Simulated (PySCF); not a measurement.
# CHF3S: NMR shifts at several levels of theory, part 2 of 2

PySCF 2.14.0. Atoms count from 0. The steps go on from the part before.

## Step 10: Shielding tensors: PBE0/6-31G

What the job is given:

```
{"job": {"kind": "nmr", "xc": "PBE0", "basis": "6-31G", "pop": true}, "charge": 0, "multiplicity": 1}
F     -0.889347    -0.018390     1.114400
C     -0.411487    -0.026659    -0.125429
F     -0.468847     1.223000    -0.574240
F     -1.204180    -0.779304    -0.876141
S      1.261051    -0.716417    -0.215260
H      1.775930     0.221750     0.607400
```

Level: GIAO PBE0/6-31G NMR shielding, non-relativistic, gas phase.

Log:

```text
coarse grid: 6592 points
cycle   1  E = -735.6318313311  dE =  1.006e+00  |g| = 9.106e-01  |ddm| = 2.531e+00
cycle   2  E = -735.4442469645  dE =  1.876e-01  |g| = 1.411e+00  |ddm| = 1.836e+00
cycle   3  E = -735.8171208381  dE = -3.729e-01  |g| = 3.529e-02  |ddm| = 1.023e+00
cycle   4  E = -735.8174171275  dE = -2.963e-04  |g| = 1.905e-02  |ddm| = 7.729e-02
cycle   5  E = -735.8175082180  dE = -9.109e-05  |g| = 4.226e-03  |ddm| = 2.666e-02
cycle   6  E = -735.8175121213  dE = -3.903e-06  |g| = 1.047e-03  |ddm| = 5.601e-03
final grid: 63144 points
cycle   7  E = -735.8065913595  dE = -8.908e-06  |g| = 5.679e-03  |ddm| = 1.605e-02
cycle   8  E = -735.8065871809  dE =  4.179e-06  |g| = 7.268e-03  |ddm| = 1.411e-02
cycle   9  E = -735.8065993738  dE = -1.219e-05  |g| = 4.992e-04  |ddm| = 7.597e-03
cycle  10  E = -735.8065994363  dE = -6.249e-08  |g| = 9.845e-05  |ddm| = 6.988e-04
cycle  11  E = -735.8065994379  dE = -1.629e-09  |g| = 3.342e-05  |ddm| = 1.445e-04
cycle  12  E = -735.8065994382  dE = -2.801e-10  |g| = 8.656e-06  |ddm| = 4.319e-05
converged SCF energy = -735.8065994382

GIAO shielding tensors (ppm)
atom      isotropic    diamagn.    paramagn.     s11        s22        s33       span
  0 F      217.246     475.787    -258.541    145.294    185.769    320.674    175.379
  1 C       60.867     244.640    -183.774     44.736     66.661     71.204     26.468
  2 F      217.183     475.774    -258.591    145.130    185.571    320.848    175.718
  3 F      238.478     473.424    -234.946    164.772    220.630    330.031    165.259
  4 S      502.714    1052.837    -550.123    246.681    486.011    775.451    528.769
  5 H       29.782      28.238       1.544     23.488     29.007     36.852     13.364
```

Wall time 1.8 s (1 thread of AMD EPYC 9B45, shared host); peak memory 0.44 GiB.

In short: δ C1 138.7, F0 -46.9, S4 38, H5 2.83 ppm (means over like atoms).

## Step 11: Shielding tensors: PBE0/6-31G*

The job, as its differences from that of step 10:

```diff
@@ -1,2 +1,2 @@
-{"job": {"kind": "nmr", "xc": "PBE0", "basis": "6-31G", "pop": true}, "charge": 0, "multiplicity": 1}
+{"job": {"kind": "nmr", "xc": "PBE0", "basis": "6-31G*", "pop": true}, "charge": 0, "multiplicity": 1}
 F     -0.889347    -0.018390     1.114400
```

With the program's defaults for keys left out, this is: GIAO PBE0/6-31G* NMR shielding, non-relativistic, gas phase.

Log:

```text
coarse grid: 6592 points
cycle   1  E = -735.7919290194  dE =  8.350e-01  |g| = 9.050e-01  |ddm| = 2.479e+00
cycle   2  E = -735.6241377510  dE =  1.678e-01  |g| = 1.382e+00  |ddm| = 1.312e+00
cycle   3  E = -735.9406024163  dE = -3.165e-01  |g| = 4.038e-02  |ddm| = 7.972e-01
cycle   4  E = -735.9409782065  dE = -3.758e-04  |g| = 2.076e-02  |ddm| = 8.123e-02
cycle   5  E = -735.9411045594  dE = -1.264e-04  |g| = 2.121e-03  |ddm| = 2.797e-02
cycle   6  E = -735.9411050374  dE = -4.780e-07  |g| = 1.251e-03  |ddm| = 1.971e-03
final grid: 63144 points
cycle   7  E = -735.9299250664  dE = -1.266e-05  |g| = 6.229e-03  |ddm| = 1.613e-02
cycle   8  E = -735.9299201325  dE =  4.934e-06  |g| = 8.202e-03  |ddm| = 1.265e-02
cycle   9  E = -735.9299336128  dE = -1.348e-05  |g| = 5.998e-04  |ddm| = 6.594e-03
cycle  10  E = -735.9299337061  dE = -9.330e-08  |g| = 1.071e-04  |ddm| = 8.204e-04
cycle  11  E = -735.9299337081  dE = -2.010e-09  |g| = 3.925e-05  |ddm| = 1.406e-04
cycle  12  E = -735.9299337085  dE = -3.672e-10  |g| = 5.692e-06  |ddm| = 4.849e-05
converged SCF energy = -735.9299337085

GIAO shielding tensors (ppm)
atom      isotropic    diamagn.    paramagn.     s11        s22        s33       span
  0 F      232.561     473.322    -240.760    167.500    200.326    329.859    162.359
  1 C       63.386     240.258    -176.873     48.321     69.668     72.168     23.847
  2 F      232.508     473.311    -240.803    167.368    200.126    330.031    162.663
  3 F      253.907     471.228    -217.321    184.632    235.873    341.215    156.583
  4 S      493.919    1054.461    -560.542    228.492    472.912    780.353    551.861
  5 H       29.117      28.400       0.716     23.267     27.773     36.309     13.042
```

It took 2.3 s on 1 thread of AMD EPYC 9B45, shared host; peak memory 0.44 GiB.

In short: δ C1 130.8, F0 -40.8, S4 52, H5 2.85 ppm (means over like atoms).

## Step 12: Nuclear shieldings: PBE0/6-311+G(2d,p)

The job, as its differences from that of step 11:

```diff
@@ -1,2 +1,2 @@
-{"job": {"kind": "nmr", "xc": "PBE0", "basis": "6-31G*", "pop": true}, "charge": 0, "multiplicity": 1}
+{"job": {"kind": "nmr", "xc": "PBE0", "basis": "6-311+G(2d,p)", "pop": true}, "charge": 0, "multiplicity": 1}
 F     -0.889347    -0.018390     1.114400
```

With the program's defaults for keys left out, this is: GIAO PBE0/6-311+G(2d,p) NMR shielding, non-relativistic, gas phase.

Log:

```text
coarse grid: 6592 points
cycle   1  E = -735.9345387197  dE =  8.300e-01  |g| = 8.926e-01  |ddm| = 2.111e+00
cycle   2  E = -735.7664499419  dE =  1.681e-01  |g| = 1.399e+00  |ddm| = 1.085e+00
cycle   3  E = -736.0690263061  dE = -3.026e-01  |g| = 4.187e-02  |ddm| = 6.585e-01
cycle   4  E = -736.0692946970  dE = -2.684e-04  |g| = 2.520e-02  |ddm| = 6.056e-02
cycle   5  E = -736.0694518872  dE = -1.572e-04  |g| = 4.274e-03  |ddm| = 2.455e-02
cycle   6  E = -736.0694539916  dE = -2.104e-06  |g| = 1.582e-03  |ddm| = 2.899e-03
final grid: 63144 points
cycle   7  E = -736.0864582172  dE = -3.035e-05  |g| = 6.268e-03  |ddm| = 2.217e-02
cycle   8  E = -736.0864549715  dE =  3.246e-06  |g| = 7.215e-03  |ddm| = 1.001e-02
cycle   9  E = -736.0864647795  dE = -9.808e-06  |g| = 1.005e-03  |ddm| = 5.669e-03
cycle  10  E = -736.0864649351  dE = -1.556e-07  |g| = 2.095e-04  |ddm| = 6.280e-04
cycle  11  E = -736.0864649419  dE = -6.852e-09  |g| = 6.589e-05  |ddm| = 1.912e-04
cycle  12  E = -736.0864649428  dE = -8.572e-10  |g| = 1.269e-05  |ddm| = 5.129e-05
converged SCF energy = -736.0864649428

GIAO shielding tensors (ppm)
atom      isotropic    diamagn.    paramagn.     s11        s22        s33       span
  0 F      209.196     467.736    -258.540    138.133    175.763    313.691    175.558
  1 C       49.520     244.246    -194.726     32.139     55.682     60.740     28.601
  2 F      209.137     467.732    -258.594    137.970    175.600    313.843    175.873
  3 F      231.330     465.026    -233.697    155.857    216.086    322.046    166.188
  4 S      452.295    1053.850    -601.555    150.723    427.084    779.076    628.353
  5 H       28.188      28.380      -0.192     22.589     26.693     35.281     12.693
```

Wall time 4.7 s (1 thread of AMD EPYC 9B45, shared host); peak memory 0.62 GiB.

This run: δ C1 136.9, F0 -41.8, S4 55, H5 3.32 ppm (means over like atoms).

## Step 13: Nuclear shieldings: PBE0/def2-SVP

The job, as its differences from that of step 12:

```diff
@@ -1,2 +1,2 @@
-{"job": {"kind": "nmr", "xc": "PBE0", "basis": "6-311+G(2d,p)", "pop": true}, "charge": 0, "multiplicity": 1}
+{"job": {"kind": "nmr", "xc": "PBE0", "basis": "def2-SVP", "pop": true}, "charge": 0, "multiplicity": 1}
 F     -0.889347    -0.018390     1.114400
```

Method: GIAO PBE0/def2-SVP NMR shielding, non-relativistic, gas phase.

Log:

```text
coarse grid: 6592 points
cycle   1  E = -735.3508417539  dE =  7.934e-01  |g| = 9.102e-01  |ddm| = 2.503e+00
cycle   2  E = -735.1798480353  dE =  1.710e-01  |g| = 1.380e+00  |ddm| = 1.471e+00
cycle   3  E = -735.5018504858  dE = -3.220e-01  |g| = 3.652e-02  |ddm| = 9.065e-01
cycle   4  E = -735.5021252494  dE = -2.748e-04  |g| = 1.991e-02  |ddm| = 6.372e-02
cycle   5  E = -735.5022404318  dE = -1.152e-04  |g| = 2.756e-03  |ddm| = 2.449e-02
cycle   6  E = -735.5022413875  dE = -9.557e-07  |g| = 1.217e-03  |ddm| = 2.286e-03
final grid: 63144 points
cycle   7  E = -735.5781206966  dE = -1.409e-05  |g| = 5.324e-03  |ddm| = 1.722e-02
cycle   8  E = -735.5781174506  dE =  3.246e-06  |g| = 6.749e-03  |ddm| = 1.150e-02
cycle   9  E = -735.5781271081  dE = -9.657e-06  |g| = 6.000e-04  |ddm| = 6.113e-03
cycle  10  E = -735.5781271852  dE = -7.710e-08  |g| = 1.018e-04  |ddm| = 6.690e-04
cycle  11  E = -735.5781271870  dE = -1.789e-09  |g| = 3.551e-05  |ddm| = 1.250e-04
cycle  12  E = -735.5781271873  dE = -2.995e-10  |g| = 5.847e-06  |ddm| = 4.047e-05
converged SCF energy = -735.5781271873

GIAO shielding tensors (ppm)
atom      isotropic    diamagn.    paramagn.     s11        s22        s33       span
  0 F      239.680     471.314    -231.634    173.173    218.218    327.647    154.474
  1 C       57.994     241.130    -183.136     41.455     62.915     69.611     28.156
  2 F      239.633     471.302    -231.669    173.041    218.074    327.784    154.743
  3 F      259.503     469.466    -209.963    189.143    253.000    336.365    147.222
  4 S      544.033    1053.999    -509.966    309.396    504.826    817.876    508.480
  5 H       28.652      29.448      -0.795     22.657     26.780     36.520     13.863
```

Run time: 2.1 s. Hardware: 1 thread of AMD EPYC 9B45, shared host; peak memory 0.4 GiB.

Key values: δ C1 135.7, F0 -31.6, S4 23, H5 2.69 ppm (means over like atoms).

## Step 14: Shielding tensors: PBE0/def2-TZVP

The job, as its differences from that of step 13:

```diff
@@ -1,2 +1,2 @@
-{"job": {"kind": "nmr", "xc": "PBE0", "basis": "def2-SVP", "pop": true}, "charge": 0, "multiplicity": 1}
+{"job": {"kind": "nmr", "xc": "PBE0", "basis": "def2-TZVP", "pop": true}, "charge": 0, "multiplicity": 1}
 F     -0.889347    -0.018390     1.114400
```

Method: GIAO PBE0/def2-TZVP NMR shielding, non-relativistic, gas phase.

Log:

```text
coarse grid: 6592 points
cycle   1  E = -735.9845573098  dE =  8.293e-01  |g| = 8.966e-01  |ddm| = 2.031e+00
cycle   2  E = -735.8149160654  dE =  1.696e-01  |g| = 1.412e+00  |ddm| = 9.505e-01
cycle   3  E = -736.1186047885  dE = -3.037e-01  |g| = 4.193e-02  |ddm| = 5.712e-01
cycle   4  E = -736.1188901804  dE = -2.854e-04  |g| = 2.694e-02  |ddm| = 5.506e-02
cycle   5  E = -736.1190752283  dE = -1.850e-04  |g| = 3.758e-03  |ddm| = 2.221e-02
cycle   6  E = -736.1190769190  dE = -1.691e-06  |g| = 1.522e-03  |ddm| = 2.441e-03
final grid: 63144 points
cycle   7  E = -736.1268232678  dE = -4.993e-05  |g| = 6.727e-03  |ddm| = 2.479e-02
cycle   8  E = -736.1268198381  dE =  3.430e-06  |g| = 7.490e-03  |ddm| = 9.504e-03
cycle   9  E = -736.1268309633  dE = -1.113e-05  |g| = 1.031e-03  |ddm| = 5.351e-03
cycle  10  E = -736.1268311424  dE = -1.792e-07  |g| = 2.414e-04  |ddm| = 6.161e-04
cycle  11  E = -736.1268311512  dE = -8.745e-09  |g| = 7.303e-05  |ddm| = 1.669e-04
cycle  12  E = -736.1268311522  dE = -9.803e-10  |g| = 1.303e-05  |ddm| = 4.858e-05
converged SCF energy = -736.1268311522

GIAO shielding tensors (ppm)
atom      isotropic    diamagn.    paramagn.     s11        s22        s33       span
  0 F      211.089     469.329    -258.239    138.911    178.894    315.463    176.552
  1 C       46.483     239.212    -192.728     29.952     52.602     56.896     26.944
  2 F      211.032     469.307    -258.275    138.750    178.728    315.620    176.870
  3 F      232.378     467.291    -234.913    155.006    218.099    324.029    169.023
  4 S      442.594    1054.959    -612.365    144.551    411.832    771.398    626.848
  5 H       28.131      29.482      -1.350     22.690     26.461     35.243     12.552
```

It took 5.7 s on 1 thread of AMD EPYC 9B45, shared host; peak memory 0.66 GiB.

In short: δ C1 140.2, F0 -39.3, S4 50, H5 3.35 ppm (means over like atoms).

## Step 15: Comparing the runs: NMR shifts

Shifts (ppm), means over like atoms, with basis size and wall time (the measured row can stand on another reference than the computed rows):

```
               run     C1    H5     F0   S4  functions    time
     WP04/pcSseg-2  149.6  3.36  -42.0   95        201   6.5 s
    B97-2/pcSseg-2  141.5  3.39  -41.7   51        201   6.4 s
BHandHLYP/pcSseg-2  137.5  3.54  -32.2   61        201   6.5 s
CAM-B3LYP/pcSseg-2  144.9  3.58  -33.3   73        201   9.2 s
  wB97X-D/pcSseg-2  142.7  3.49  -35.7   58        201   9.1 s
  LC-wPBE/pcSseg-2  145.0  3.62  -22.8   55        201    13 s
       PBE0/STO-3G  105.8  0.03  -76.8  -80         30  0.86 s
        PBE0/6-31G  138.7  2.83  -46.9   38         51   1.8 s
       PBE0/6-31G*  130.8  2.85  -40.8   52         76   2.3 s
PBE0/6-311+G(2d,p)  136.9  3.32  -41.8   55        149   4.7 s
     PBE0/def2-SVP  135.7  2.69  -31.6   23         79   2.1 s
    PBE0/def2-TZVP  140.2  3.35  -39.3   50        167   5.7 s
          measured      –     –  -32.0    –          –       –
```

Measured: Wikipedia, Fluorine-19 nuclear magnetic resonance spectroscopy.

## Step 16: Summary of results

This closing draws on all 2 parts.

```
                                                                 quantity                                             value
                                                              point group                                                Cs
                                     rotational constants (main isotopes)                              5.65, 3.28, 3.22 GHz
                                   13C shifts against TMS (WP04/pcSseg-2)                                         149.6 ppm
                                    1H shifts against TMS (WP04/pcSseg-2)                                          3.36 ppm
19F shifts against CFCl3 (WP04/pcSseg-2, means over atoms taken as alike)                                         -42.0 ppm
                                   33S shifts against CS2 (WP04/pcSseg-2)                                            95 ppm
                                 measured, and computed on the same scale                             F0 δ -32.0, -42.0 ppm
                                                 range of the shift of S4                                     -80 to 95 ppm
                                            property runs in this session  12, of which 0 failed and 1 gave unsound results
```

What this shows: Single values in the summary come from the first run of each kind that ended normally (WP04/pcSseg-2), which need not be the best level. The start was shaken at random, so part of the energy gained undoes that. Over 12 steps the energy fell by 0.209 eV; of the close pairs, C1–F3 changed most, 1.258 to 1.326 Å. No frequency check was run at this level, so the end point may be a saddle. At WP04/pcSseg-2: The widest tensor belongs to S4: span 681 ppm, with a paramagnetic part of -685 ppm. The one measured 19F shift is missed by -10.0 ppm (computed less measured, unscaled). Vibration, temperature and solvent are missing from the calculation, so part of the miss against the measured shifts is not the functional's. In ppm, S4 moves most: its shift spreads over 175 ppm, from -80 (PBE0/STO-3G) to 95 (WP04/pcSseg-2). A minimal basis is unusable for shieldings, so that end is no result. For the one measured 19F shift, BHandHLYP/pcSseg-2 misses least (0.20 ppm, 6.5 s) and PBE0/STO-3G most (44.75 ppm, 0.86 s). One molecule ranks no method: errors cancel, and vibration and temperature are missing from all runs.
